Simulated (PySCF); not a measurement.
C5H8N (doublet state).
Structure used (GFN2-xTB), in Å, numbered top down from 1:
```xyz
14
C5H8N angstrom
C      2.0480   -0.4717   -0.1605
C      0.5772   -0.3316   -0.1277
N     -0.2490   -1.2796   -0.5258
C     -1.4920   -0.8797   -0.3829
C     -1.6170    0.5086    0.1796
C     -0.1451    0.9022    0.3631
H      2.4686   -0.3573    0.8406
H      2.3155   -1.4490   -0.5513
H      2.4945    0.3013   -0.7891
H     -2.3181   -1.5091   -0.6537
H     -2.1492    1.1672   -0.5117
H     -2.1754    0.5046    1.1193
H      0.1083    1.1147    1.4046
H      0.1331    1.7790   -0.2267
```

Identity: `CC1=N[CH]CC1` [radical].

Method: PySCF, UKS B3LYP, pcH-1 on C H N, non-relativistic, mean-field spin-orbit, GIAO. Isolated species at its GFN2-xTB geometry, gas phase. The geometry wasn't refined by DFT: couplings that depend on bond lengths, twists or pyramidal angles can differ widely from those at the functional's own minimum. The SCF solution wasn't tested for stability.

Largest spin populations (Mulliken): C4 (+0.64), C2 (+0.58) and N3 (-0.20). The angles at C4 add up to 360.0°, so it is planar; its axial dipolar tensor and the negative coupling of its proton fit spin in a p orbital normal to that plane.

(1) McConnell's relation a(H) = Q·ρ ties the coupling of a proton on a planar π carbon to the spin population of that carbon. What Q do the computed values give?

(2) List the C–H protons on four-coordinate carbons next to a three-coordinate spin centre, with their couplings and θ (C–H bond against the normal to the plane of the centre's neighbours, projected along the bond that joins the two).

(3) What would the freely rotating methyl group on C1 show?

Answers

(1) 
```json
{"H": "H10", "C": "C4", "ρ(C)": "+0.639", "a(H) (G)": "-16.28", "a/ρ (G)": "-25.5"}
```

One proton gives one ratio, Q = -25.5 G, and no test of linearity. In every row coupling and population have opposite signs.

(2) 
```
β H  on  centre  θ (°)  cos²θ   a (G)
 H7  C1      C2     31   0.74  +24.11
 H8  C1      C2     90   0.00   +0.78
 H9  C1      C2     31   0.74  +24.21
H13  C6      C2     30   0.74  +20.96
H14  C6      C2     30   0.75  +20.97
H11  C5      C4     30   0.75  +23.49
H12  C5      C4     30   0.75  +23.49
```

Fitting the Heller–McConnell form a = ρ(B0 + B2 cos²θ), with Mulliken ρ = 0.58 and 0.64, gives B0 = 1.4 G and B2 = 49.5 G; with only two distinct angles the two parameters are fixed exactly.

(3) Three equal couplings, a 1:3:3:1 quartet. The mean of the three values of this geometry estimates the splitting: 16.4 G, or 45.9 MHz (three bonds 120° apart have a mean cos²θ of 1/2 at any torsion).

Couplings in gauss use g_iso = 2.0024.
